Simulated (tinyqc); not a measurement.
RHF in the sto-3g basis, for H2O, spin multiplicity 1, step by step (part 2 of 2). Computed by tinyqc, a small Python program that keeps every step (integrals from PySCF). Command: `OMP_NUM_THREADS=1 python tinyqc.py 27283 27284 out.jsonl` (the two numbers bound the seeds that draw the settings). One thread of a shared host (Intel(R) Xeon(R) Processor @ 2.60GHz), about 0.06 s of CPU time with the checks.

Geometry (angstrom):
```
atom         x          y         z
O     0.000000   0.000000  0.000000
H     0.000000   0.965000  0.638000
H     0.000000  -0.965000  0.638000
```

## Iteration 30 (converged): orbitals

converged F (hartree), order 1O 1s, 1O 2s, 1O 2px, 1O 2py, 1O 2pz, 2H 1s, 3H 1s:
```
[[-20.250297, -5.162237, 0.000000, 0.000000, -0.024038, -0.746084, -0.746084],
 [-5.162237, -2.393802, 0.000000, 0.000000, -0.053148, -0.724067, -0.724067],
 [0.000000, 0.000000, -0.381003, 0.000000, 0.000000, 0.000000, 0.000000],
 [0.000000, 0.000000, 0.000000, -0.205772, 0.000000, -0.356062, 0.356062],
 [-0.024038, -0.053148, 0.000000, 0.000000, -0.248662, -0.283483, -0.283483],
 [-0.746084, -0.724067, 0.000000, -0.356062, -0.283483, -0.364596, -0.183170],
 [-0.746084, -0.724067, 0.000000, 0.356062, -0.283483, -0.183170, -0.364596]]
```

X, order 1O 1s, 1O 2s, 1O 2px, 1O 2py, 1O 2pz, 2H 1s, 3H 1s:
```
[[1.023436, -0.134857, 0.000000, 0.000000, -0.005879, 0.017990, 0.017990],
 [-0.134857, 1.134264, 0.000000, 0.000000, 0.054506, -0.201116, -0.201116],
 [0.000000, 0.000000, 1.000000, 0.000000, 0.000000, 0.000000, 0.000000],
 [0.000000, 0.000000, 0.000000, 1.067927, 0.000000, -0.165336, 0.165336],
 [-0.005879, 0.054506, 0.000000, 0.000000, 1.026446, -0.097957, -0.097957],
 [0.017990, -0.201116, 0.000000, -0.165336, -0.097957, 1.105792, -0.045181],
 [0.017990, -0.201116, 0.000000, 0.165336, -0.097957, -0.045181, 1.105792]]
```

Diagonalise F' = X^T F X, C = X C', fill 5 alpha and 5 beta electrons from the bottom; D = 2 C_occ C_occ^T. Each column has its largest component positive (the first on a tie).

F' = X^T F X (hartree):
```
[[-19.877121, -2.681260, 0.000000, 0.000000, -0.048675, -0.070422, -0.070422],
 [-2.681260, -1.327857, 0.000000, 0.000000, 0.089489, -0.370916, -0.370916],
 [0.000000, 0.000000, -0.381003, 0.000000, 0.000000, 0.000000, 0.000000],
 [0.000000, 0.000000, 0.000000, 0.006879, 0.000000, -0.386265, 0.386265],
 [-0.048675, 0.089489, 0.000000, 0.000000, -0.154901, -0.267236, -0.267236],
 [-0.070422, -0.370916, 0.000000, -0.386265, -0.267236, -0.029459, -0.048899],
 [-0.070422, -0.370916, 0.000000, 0.386265, -0.267236, -0.048899, -0.029459]]
```

orbital energies (hartree): [-20.258461, -1.185076, -0.533137, -0.408754, -0.381003, 0.414053, 0.559456]

coefficients C, order 1O 1s, 1O 2s, 1O 2px, 1O 2py, 1O 2pz, 2H 1s, 3H 1s:
```
[[0.994516, -0.241979, 0.000000, 0.085437, 0.000000, -0.106648, 0.000000],
 [0.023465, 0.904769, 0.000000, -0.436247, 0.000000, 0.615741, 0.000000],
 [0.000000, 0.000000, 0.000000, 0.000000, 1.000000, 0.000000, 0.000000],
 [0.000000, 0.000000, 0.595083, 0.000000, 0.000000, 0.000000, 0.917070],
 [0.002632, 0.067275, 0.000000, 0.763653, 0.000000, 0.698634, 0.000000],
 [-0.004196, 0.137991, 0.454588, 0.338801, 0.000000, -0.692076, -0.695021],
 [-0.004196, 0.137991, -0.454588, 0.338801, 0.000000, -0.692076, 0.695021]]
```

D after iteration 30, order 1O 1s, 1O 2s, 1O 2px, 1O 2py, 1O 2pz, 2H 1s, 3H 1s:
```
[[2.109831, -0.465740, 0.000000, 0.000000, 0.103165, -0.017236, -0.017236],
 [-0.465740, 2.018939, 0.000000, 0.000000, -0.544422, -0.046098, -0.046098],
 [0.000000, 0.000000, 2.000000, 0.000000, 0.000000, 0.000000, 0.000000],
 [0.000000, 0.000000, 0.000000, 0.708248, 0.000000, 0.541036, -0.541036],
 [0.103165, -0.544422, 0.000000, 0.000000, 1.175398, 0.535998, 0.535998],
 [-0.017236, -0.046098, 0.000000, 0.541036, 0.535998, 0.680992, -0.145611],
 [-0.017236, -0.046098, 0.000000, -0.541036, 0.535998, -0.145611, 0.680992]]
```

## Convergence

Stop when the energy changes by less than 1e-08 hartree and every element of the error matrix X^T (F D S - S D F) X is below 3e-05.

Course of the cycle:
```
iteration   E (hartree)     change  largest element of the error matrix
1          -28.11613247          -                             3.50e-01
2          -73.82641045  -4.57e+01                             5.88e-01
3          -74.56641381  -7.40e-01                             4.79e-01
4          -74.82815809  -2.62e-01                             2.40e-01
5          -74.88860339  -6.04e-02                             1.07e-01
6          -74.90311388  -1.45e-02                             4.92e-02
7          -74.90718544  -4.07e-03                             3.24e-02
8          -74.90850270  -1.32e-03                             2.10e-02
9          -74.90898146  -4.79e-04                             1.37e-02
10         -74.90917482  -1.93e-04                             9.02e-03
11         -74.90926115  -8.63e-05                             6.03e-03
12         -74.90930328  -4.21e-05                             4.11e-03
13         -74.90932531  -2.20e-05                             2.86e-03
14         -74.90933740  -1.21e-05                             2.02e-03
...                 ...        ...                                  ...
17         -74.90935045  -2.29e-06                             8.63e-04
18         -74.90935179  -1.34e-06                             6.64e-04
19         -74.90935258  -7.86e-07                             5.11e-04
20         -74.90935304  -4.62e-07                             3.93e-04
21         -74.90935331  -2.72e-07                             3.02e-04
22         -74.90935347  -1.60e-07                             2.32e-04
23         -74.90935357  -9.42e-08                             1.78e-04
24         -74.90935362  -5.55e-08                             1.37e-04
25         -74.90935366  -3.27e-08                             1.05e-04
26         -74.90935367  -1.92e-08                             8.05e-05
27         -74.90935369  -1.13e-08                             6.18e-05
28         -74.90935369  -6.67e-09                             4.74e-05
29         -74.90935370  -3.93e-09                             3.64e-05
30         -74.90935370  -2.32e-09                             2.79e-05
```

PySCF RHF in the same basis = -74.90935370 hartree

Converged in 30 iterations.

## Populations, bond orders and dipole

overlap S, order 1O 1s, 1O 2s, 1O 2px, 1O 2py, 1O 2pz, 2H 1s, 3H 1s:
```
[[1.000000, 0.236704, 0.000000, 0.000000, 0.000000, 0.033562, 0.033562],
 [0.236704, 1.000000, 0.000000, 0.000000, 0.000000, 0.353907, 0.353907],
 [0.000000, 0.000000, 1.000000, 0.000000, 0.000000, 0.000000, 0.000000],
 [0.000000, 0.000000, 0.000000, 1.000000, 0.000000, 0.265958, -0.265958],
 [0.000000, 0.000000, 0.000000, 0.000000, 1.000000, 0.175835, 0.175835],
 [0.033562, 0.353907, 0.000000, 0.265958, 0.175835, 1.000000, 0.133585],
 [0.033562, 0.353907, 0.000000, -0.265958, 0.175835, 0.133585, 1.000000]]
```

Mulliken: Z minus the diagonal of D S on the atom; Loewdin: the same with S^(1/2) D S^(1/2); Mayer order: 2 sum_s sum (D(s) S)_ij (D(s) S)_ji over the two atoms.

Charges (e):
```
atom   Mulliken    Loewdin
1O    -0.234425  -0.175424
2H     0.117213   0.087712
3H     0.117213   0.087712
```

Mayer bond orders:
```
pair     order
2-1   0.971577
3-1   0.971577
3-2   0.014684
```

dipole moment about the origin, x y z (debye): [0.000000, 0.000000, 1.416476]
